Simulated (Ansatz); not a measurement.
Relaxation of FH3Si (5 atoms, charge 0, multiplicity 1), to a largest force component of 0.03 eV/Å in at most 50 steps.

All numbers below come from RKS PBE-D4/def2-mTZVP (Ansatz 0.2.0).

```xyz
5
Properties=species:S:1:pos:R:3:forces:R:3
Si -0.114 0.038 -0.979 -0.02 0.03 0.02
H 1.232 -0.243 1.300 -1.11 -0.74 0.85
H 1.743 0.088 0.925 1.10 0.74 -0.85
F -1.009 1.284 -0.385 0.03 -0.02 -0.02
H -0.707 -1.061 -0.050 0.00 -0.01 0.00
```

Task: Where does it end, and by what steps?

Result: The run converged. After 7 steps the energy has fallen by 0.044 eV; H3 moved furthest, 0.26 Å.

| step | energy less start (eV) | largest force component (eV/Å) | accepted |
| --- | --- | --- | --- |
| 0 | 0.0000 | 1.111 | yes |
| 1 | 0.0123 | 1.135 | no |
| 2 | -0.0373 | 0.141 | yes |
| 3 | -0.0382 | 0.122 | yes |
| 4 | -0.0436 | 0.082 | yes |
| 5 | -0.0427 | 0.128 | no |
| 6 | -0.0444 | 0.036 | yes |
| 7 | -0.0445 | 0.016 | yes |

```xyz
5
Properties=species:S:1:pos:R:3
Si -0.004 0.029 -0.883
H 1.155 -0.244 1.283
H 1.561 0.124 0.746
F -0.914 1.281 -0.322
H -0.652 -1.085 -0.013
```

The run took 3.5 s on 1 thread of Intel(R) Xeon(R) 6975P-C (Granite Rapids) (shared host), peak memory 0.12 GiB.
